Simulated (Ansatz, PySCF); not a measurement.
This PySCF input computes a SVWN5/def2-TZVPD energy:

```python
from pyscf import gto, scf, dft

mol = gto.M(
    atom='''
    C     0.24243516   -0.19849135   -1.22253028
    C    -0.03825523   -0.01277160    0.02051421
    H    -0.23057535   -0.63963619   -2.07626433
    O    -0.12431303    0.23840173    1.16104509
    ''',
    basis='def2-tzvpd',
    charge=0,
    spin=1,
    verbose=4,
)

mf = dft.UKS(mol, xc='svwn').density_fit(auxbasis='def2-universal-jkfit')
mf.grids.level = 3
mf.conv_tol = 1e-9
mf.max_cycle = 100
mf.max_memory = 1500
mf.kernel()
if not mf.converged:
    mf = mf.newton()
    mf.kernel(mf.make_rdm1())
for _ in range(2):
    mo, _, stable, _ = mf.stability(return_status=True)
    if stable:
        break
    mf.kernel(mf.make_rdm1(mo, mf.mo_occ))
mf.analyze()
```

Task: Write an input for the same energy in Ansatz (a quantum-chemistry and plane-wave program) and say what it gives.

Result: 
Ansatz 0.2 input:
```yaml
crystal:
  periodic: [false, false, false]
  atoms:
    - {symbol: C, position_ang: [0.24243516, -0.19849135, -1.22253028]}
    - {symbol: C, position_ang: [-0.03825523, -0.01277160, 0.02051421]}
    - {symbol: H, position_ang: [-0.23057535, -0.63963619, -2.07626433]}
    - {symbol: O, position_ang: [-0.12431303, 0.23840173, 1.16104509]}
basis:
  gaussian:
    orbitals: def2-TZVPD
hamiltonian:
  xc: {name: SVWN5}
magnetization: {spin_polarized: true, initial_magnetization: 1}
output: {forces: true}
```
It gives -150.74654 Eh, and PySCF -150.74658 Eh, a difference of 0.04 mEh, from the treatment of integrals and grids.

It need not be the lowest isomer of its formula.
